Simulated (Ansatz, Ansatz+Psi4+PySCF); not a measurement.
```yaml
atoms:
  - { symbol: Ti, position_ang: [0.0000, 0.0000, 0.0000] }
  - { symbol: N, position_ang: [0.0000, 0.0000, 1.6136] }
```

Basis set: cc-pVTZ (spherical functions). Correlated methods keep 6 orbitals frozen. Correlation on ROHF uses semicanonical orbitals with singles. Charge 0, multiplicity 2.

Computed with Ansatz (development build ahead of 0.2.0); the reference of a correlated method needn't be the lowest determinant of its kind.

Give the atomization energy at this shape (free ground-state atoms in the same class of orbitals less the molecule, no zero-point energy) of doublet TiN by UHF-BCCD(T), ROHF-CCSD(T), UHF-CCSD(T).

| method | atomization energy |
| --- | --- |
| UHF-BCCD(T) | 4.79 eV |
| ROHF-CCSD(T) | 4.70 eV |
| UHF-CCSD(T) | 4.51 eV |

Caution: other spin multiplicities were not run; the program doubts this total; the reference determinant was not shown to be the lowest. Caution for ROHF-CCSD(T): an unrestricted determinant lies well below. Caution for UHF-CCSD(T): another reference gives a lower total.
